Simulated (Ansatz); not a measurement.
One stationary structure of V. Space group Im-3m (No. 229), bcc (W type). Level of theory: PBE (plane waves to 420 eV, PAW, scalar-relativistic; Ansatz, a quantum-chemistry and plane-wave program).

Space group Im-3m (No. 229); a = b = c = 2.997 Å, α = β = γ = 90.00°

```json
[
 {"atom": "V", "site": "2a", "symmetry": "m-3m", "x": "0.0000", "y": "0.0000", "z": "0.0000"}
]
```
(The calculation used a cell of 1 atom; values per cell refer to that cell.)

For V, the volume per atom is 13.47 Å³. The density is 6.28 g/cm³. The band gap is zero (metallic). The magnetic moment is zero (the starting moments vanished), the shortest distances is V–V 2.60 Å and the k-mesh is 22×22×22.

Band energies at high-symmetry points (eV from the Fermi level; labels of this space group; no spin-orbit coupling), from −5 eV up to 2.1 eV:

| point | energies |
|---|---|
| Γ | 0.41 0.41 0.41 |
| H | -3.00 -3.00 |
| N | -3.19 -1.14 1.63 |
| P | -1.13 -1.13 -1.13 |

No spin polarisation in the result: the starting moments vanished.

Measured for V: a 3.021 Å (static lattice; corrected from measurement; as listed in Daniel Mejia-Rodriguez, S. B. Trickey, Phys. Rev. B (2018)). Computed minus measured — a: PBE -0.8 %. The computed values are for a static lattice.

The run could not lose the symmetry of its start.
